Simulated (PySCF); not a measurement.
Simulated outer-valence photoelectron spectrum of `Clc1cnoc1`. Method used: EOM-IP-CCSD/aug-cc-pVDZ in PySCF, restricted Hartree–Fock reference, 10 core orbitals frozen, non-relativistic, gas phase, PBE0-D3(BJ)/def2-SVP geometry.

Each root has a Gaussian of 0.8 eV full width with its one-hole share as area; cross sections and vibrations are left out, and the highest printed point is 100.

ionisation energy (eV), intensity and a bar:
```
      8.8          1 
      9.0          3 #
      9.2         10 ###
      9.4         25 #######
      9.6         42 #############
      9.8         51 ###############
     10.0         44 #############
     10.2         27 ########
     10.4         17 #####
     10.6         23 #######
     10.8         48 ##############
     11.0         82 ########################
     11.2        100 ##############################
     11.4         87 ##########################
     11.6         56 #################
     11.8         31 #########
     12.0         28 ########
     12.2         39 ############
     12.4         51 ###############
     12.6         50 ###############
     12.8         42 #############
     13.0         41 ############
     13.2         49 ###############
     13.4         56 #################
     13.6         56 #################
     13.8         55 #################
     14.0         57 #################
     14.2         53 ################
     14.4         39 ############
     14.6         24 #######
     14.8         22 ######
     15.0         34 ##########
     15.2         54 ################
     15.4         70 #####################
     15.6         75 #######################
     15.8         70 #####################
     16.0         55 ################
     16.2         34 ##########
     16.4         15 #####
     16.6          5 #
     16.8          1 
     17.0          0
```

Where are the maxima, and how many lines lie under the curve?

6 maxima, at 9.8, 11.2, 12.5, 13.5, 14.0 and 15.6 eV, from 8 lines. At this width some lines have no maximum of their own.

List the lines with their holes.

```
E (eV)  leading hole (HF orbital)  area  Koopmans (eV)
  9.81                       HOMO  0.96          10.07
 11.18                     HOMO-1  0.95          11.81
 11.26                     HOMO-2  0.94          12.74
 12.46                     HOMO-3  0.95          14.01
 13.39                     HOMO-4  0.94          14.52
 14.13                     HOMO-5  0.95          16.03
 15.34                     HOMO-6  0.95          16.90
 15.87                     HOMO-7  0.95          17.13
```

The widest gap, 1.37 eV, lies between 9.81 and 11.18 eV. Only orbitals with −ε under 21 eV, eight at most, were ionised, so the high end of the curve may lack lines.
